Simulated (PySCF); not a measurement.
Dissociation curve of ClF, singlet.

Calculation: CCSD(T) on UHF/cc-pVTZ, 6 core orbitals frozen (PySCF 2.14.0).

### Question
Relative to R = 1.65 Å, what are the energies at R = 1.39, 1.78, 4.37, 4.81 Å?

### Answer
142.2 kJ/mol at 1.39 Å, 20.4 kJ/mol at 1.78 Å, 229.6 kJ/mol at 4.37 Å, 229.9 kJ/mol at 4.81 Å.

The unrestricted determinant behind UCCSD(T) is spin-contaminated at 1.78 to 6.51 Å (<S²> up to 1.0, against 0.00 for a pure singlet).
